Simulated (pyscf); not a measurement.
**Hydrogen abstraction: Br–SiH₂–Br + H atom (H•) → Br–SiH•–Br + hydrogen (H₂)**

Gas phase, doublet surface, charge 0. Bonds broken: Si2–H4. Bonds formed: H4–H6. Single points on ωB97X-D3(BJ)/def2-SVP structures (PySCF, gas phase).

Transition state (Å):

```xyz
6

Br    -0.8613    -0.1679    -1.3308
Si     0.6864    -0.6282     0.1716
Br    -0.2416    -1.3044     2.0546
H      1.4827     0.6799     0.4659
H      1.5590    -1.7071    -0.3504
H      2.0855     1.7468     0.7189
```

One imaginary mode, 960i cm⁻¹; descent along it reached the two sides named.

| bond | change | reactant side (Å) | saddle | product side |
|---|---|---|---|---|
| Si2–H4 | breaks | 1.481 | 1.559 | 3.3 |
| H4–H6 | forms | 3.4 | 1.251 | 0.760 |

Electronic energies relative to the separated reactants (kJ/mol):

```
level                   barrier  reaction energy  reverse barrier
----------------------  -------  ---------------  ---------------
ωB97X-D3(BJ)/def2-TZVP     18.5            -59.6             78.1
PBE/def2-TZVP              -1.7            -74.5             72.8
r²SCAN/def2-TZVP           -5.7            -76.8             71.1
B3LYP-D3(BJ)/def2-TZVP     -1.4            -77.1             75.7
PBE0-D3(BJ)/def2-TZVP       5.6            -63.6             69.2
M06-2X/def2-TZVP           21.5            -70.0             91.5
ωB97M-D3(BJ)/def2-TZVP     18.2            -57.5             75.7
HF/def2-TZVP               51.4            -33.2             84.6
```

With ωB97M-D3(BJ)/def2-TZVP energies and thermal terms (ideal gas, 1 atm, RRHO with modes under 100 cm⁻¹ raised to 100, one conformer, R ln 2 for chiral ones without a mode under 150 cm⁻¹), in kJ/mol:

```csv
T (K),ΔH‡,ΔG‡,ΔH,ΔG
298,12.2,36.2,-53.8,-61.5
600,11.1,61.1,-54.0,-69.4
900,10.5,86.2,-56.0,-76.6
1200,9.9,111.5,-58.8,-83.1
```

At PBE, r²SCAN, B3LYP-D3(BJ) this geometry lies under the reactants; that is no barrier but a single point on another level's saddle; such a level's own saddle, if it has one, lies nearer that side and is low. This is the saddle that the search found; another between the same sides may lie lower. The angle at the transferred H is 178°. Elements up to Kr have no core potential and no relativistic terms here.
